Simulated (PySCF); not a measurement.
Mayer bond orders and bond lengths

Compound: C5H4P (charge -1).
Atom-mapped SMILES: `[CH:1]#[C:2][CH2:3][P-:4][C:5]#[CH:6]` (hydrogens: H7 on C1; H8, H9 on C3; H10 on C6)

Structure used (PBE0-D3(BJ)/def2-SVP), in Å, numbered top down from 1:
```
atom  x, y, z in Å
C1    -1.986    1.095    0.906
C2    -1.459    0.246    0.211
C3    -0.843   -0.775   -0.618
P4     0.705   -1.634    0.121
C5     1.882   -0.408   -0.302
C6     2.775    0.394   -0.592
H7    -2.397    1.842    1.556
H8    -0.593   -0.347   -1.604
H9    -1.582   -1.577   -0.796
H10    3.527    1.142   -0.752
```

Bond orders from the PBE0/pcSseg-1 density (PySCF). Isolated species at its PBE0-D3(BJ)/def2-SVP geometry (one conformer only). The pcSseg-1 basis has no diffuse functions, a weakness for an anion. The HOMO energy is positive at this level (+0.41 eV), so the outermost electrons may be held by the finite basis alone.

Where do the orders between heavy atoms depart from those drawn in the SMILES?

The largest departure is 0.537, at C5–C6 (drawn triple, 2.463). Drawn single, order above 1.12: P4–C5 (1.130). Drawn double or triple, more than 0.30 short of the drawn order: C1–C2 (2.554) and C5–C6 (2.463). The SMILES, with its formal charges, is one Lewis structure only.

Set the Mayer orders of the bonds beside their lengths.

```csv
bond,drawn as,length (Å),Mayer order
C1–C2,triple,1.217,2.554
C2–C3,single,1.452,1.025
C3–P4,single,1.919,0.924
P4–C5,single,1.751,1.130
C5–C6,triple,1.235,2.463
C1–H7,single,1.072,1.123
C3–H8,single,1.103,0.921
C3–H9,single,1.105,0.935
C6–H10,single,1.073,1.075
```

Bonds between the same two heavy elements. C–C: lowest C2–C3 (1.025, 1.452 Å), highest C1–C2 (2.554, 1.217 Å). C–P: lowest C3–P4 (0.924, 1.919 Å), highest P4–C5 (1.130, 1.751 Å).

Sum the orders of all bonds at each heavy atom with more than one neighbour and set the sums beside the valence in the SMILES.

C1 3.677 (drawn 4), C2 3.579 (drawn 4), C3 3.805 (drawn 4), P4 2.054 (drawn 2), C5 3.593 (drawn 4), C6 3.538 (drawn 4). Orders between atoms that aren't bonded are not in these sums.

The Mayer order sums products of elements of PS (density times overlap matrix) between the two atoms' basis functions, so it depends on the basis set.

These values come from a run that also computed NMR shieldings. Time: 16 s (with the writing of density and orbital grids); peak memory 0.67 GiB. Hardware: Arm Neoverse V1, one thread (shared host).
